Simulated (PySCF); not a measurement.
Homolysis of single bonds, series B CH3-H. Isolated molecules, 0 K electronic values unless said otherwise. Strings in code marks are SMILES.

All values below come from B3LYP-D3(BJ)/def2-TZVP in PySCF. B3LYP has the VWN-RPA correlation part, as in Gaussian. 

```csv
species,dipole moment (D)
whole molecule (`CB(C)C`),0.01
radical fragment (`C[B]C`),1.05
radical fragment (`[CH3]`),0.00
whole molecule (`B(C)C`),0.41
radical fragment (`[BH]C`),?
whole molecule (`CB`),0.68
radical fragment (`[BH2]`),?
whole molecule (`B`),0.00
```

**Question.** Fill in the missing entries.

**Answer.** 
- radical fragment (`[BH]C`), dipole moment (D): 1.20
- radical fragment (`[BH2]`), dipole moment (D): 0.49
